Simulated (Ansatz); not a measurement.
**doublet CO(+): levels of theory in one basis**

| atom | x (Å) | y (Å) | z (Å) |
| --- | --- | --- | --- |
| C | 0.0000 | 0.0000 | 0.0000 |
| O | 0.0000 | 0.0000 | 1.3100 |

Basis set: def2-SVP (spherical functions). Left uncorrelated: 2 orbitals. Correlation on ROHF uses semicanonical orbitals with singles. Charge 1, multiplicity 2.

Computed with Ansatz (development build ahead of 0.2.0); each method stands on the lowest determinant of its kind that the runs found.

```json
{"method": "ROHF", "E − E(ROHF) (eV)": "0.00", "<S²> of the determinant": "0.75"}
{"method": "UHF", "E − E(ROHF) (eV)": "-0.57", "<S²> of the determinant": "1.73"}
{"method": "ROHF-MP2", "E − E(ROHF) (eV)": "-6.22", "<S²> of the determinant": "–"}
```

(1) What does UHF-MP2 give on the same scale?

(2) Is a single determinant a sound starting point here?

## Answers

(1) -6.53 eV.

(2) It is doubtful. Unrestricted orbitals lower Hartree–Fock by 0.57 eV and <S²> is 1.73 where a pure state has 0.75, a sign of strong static correlation.

Caution for UHF, UHF-MP2: the unrestricted determinant is a mixture of spin states. Caution for ROHF-MP2, UHF-MP2: bonds are stretched, where a single reference can fail; forces differ strongly between restricted and unrestricted references.
